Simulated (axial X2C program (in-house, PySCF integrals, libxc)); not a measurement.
## SF: cheaper levels and CCSD(T), two-component

All values were computed with an in-house all-electron X2C program for linear molecules (integrals from PySCF). Two-component (2c) means X2C with spin–orbit coupling and atomic mean-field two-electron Coulomb and Gaunt terms. Basis: S dyall-av3z [9s8p3d2f], F dyall-av3z [7s6p3d2f] (cores contracted in-house); Gaussian nuclei, density fitting, unrestricted open shells. Masses: S 31.972 u, F 18.998 u.

State: Ω = 3/2 (⟨Sz⟩ = 0.50, ⟨Lz⟩ = 1.00 at HF); fragments S + F.

```tsv
level	Re (Å)	ωe (cm⁻¹)	De (eV)
PBE0	1.604	856.9	3.55
HF	1.576	917.5	1.33
CCSD	1.608	848.9	3.26
r2SCAN0	1.595	874.8	3.19
```

Correlated methods: 13 electrons correlated (number of frozen shells: S 2 s, 1 p; F 1 s), 195 virtual spin orbitals or spinors in MP2, 90 natural virtuals in coupled cluster.

CCSD(T), same Hamiltonian and basis:

Re = 1.617 Å, ωe = 827.6 cm⁻¹, De = 3.41 eV; T1 = 0.017 (Lee–Taylor normalisation).

(1) Give the differences from CCSD(T) in the columns below.

The state is a single determinant with fixed occupations, the lowest that a limited PBE0 search found. Dissociation energies refer to the lowest single-determinant-based atoms at the same level and basis. Density functionals use the spin component along the axis (collinear). Coupled cluster ran in a truncated set of natural virtual spinors; the MP2 energy of the rest was added. (T) has no such correction and the atoms are truncated less, which lowers De at CCSD(T) by a hundredth of an eV or more. In 2c an atomic determinant is not the ground J level, so De misses part of the atomic spin–orbit lowering. This holds for PBE0, r2SCAN0. The functionals have no current-density term, which raises determinants with orbital currents, atoms included.

Results:

(1) 

```json
{"level": "PBE0", "ΔRe (Å)": "-0.013", "Δωe (cm⁻¹)": "29", "ΔDe (eV)": "0.14"}
{"level": "HF", "ΔRe (Å)": "-0.041", "Δωe (cm⁻¹)": "90", "ΔDe (eV)": "-2.08"}
{"level": "CCSD", "ΔRe (Å)": "-0.009", "Δωe (cm⁻¹)": "21", "ΔDe (eV)": "-0.15"}
{"level": "r2SCAN0", "ΔRe (Å)": "-0.022", "Δωe (cm⁻¹)": "47", "ΔDe (eV)": "-0.22"}
```
